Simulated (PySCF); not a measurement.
S2O, optimised at PBE/def2-SVP:

```xyz
3

O      0.6725     0.2535    -1.3568
S     -0.0328    -0.0033    -0.0555
S     -1.1333    -1.5902     0.0915
```

Computed with PySCF (xtb for GFN2) and rigid-rotor harmonic-oscillator thermochemistry at 1 bar. 6-31G* has spherical d functions here. All species are closed-shell singlets. B3LYP is the form with VWN-RPA correlation.

Task: List the harmonic frequencies (cm⁻¹, unscaled) at this level and at the other levels, each on its own geometry.

Result: 
- PBE/def2-SVP: 355, 647, 1118
- B3LYP/6-31G*: 373, 665, 1161
- GFN2-xTB: 348, 676, 1157
- HF/6-31G*: 437, 783, 1364
- PBE0/def2-TZVP: 394, 723, 1241
